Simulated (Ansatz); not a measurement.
Base system: GaN in the wurtzite structure (space group P6_3mc, No. 186).

GaN has the hexagonal space group P6₃mc (No. 186), the wurtzite structure, Pearson symbol hP4. Conventional cell: a = 3.183 Å, b = 3.183 Å, c = 5.184 Å, α = 90.00°, β = 90.00°, γ = 120.00°. Ga on 2b is coordinated by 4 N at 1.946–1.953 Å (tetrahedral). N on 2b is coordinated by 4 Ga at 1.946–1.953 Å (tetrahedral). (Neighbours: up to the widest gap in distance over summed covalent radii, below 1.35, at either atom; cation-cation and far metal-metal contacts left out.)

Method: r2SCAN (Ansatz, a program for electronic structure; PAW; 500 eV plane waves; spin-orbit coupling left out).

Now apply this change: full substitution Ga → B, then cell and atoms are relaxed.

Measured lattice parameter a: GaN 3.189 Å (room temperature; as listed in M J Lucero, T M Henderson, G E Scuseria, Journal of Physics Condensed Matter (2012)); BN 2.55 Å (temperature not stated; as listed in K. Doll, J. C. Schön, M. Jansen, Physical Review B (2008)).

How well does r2SCAN reproduce the measured shift?

With r2SCAN the lattice parameter a moves by -0.639 Å (3.183 → 2.544) against -0.639 Å measured.

Whether these cells are dynamically stable was not tested.
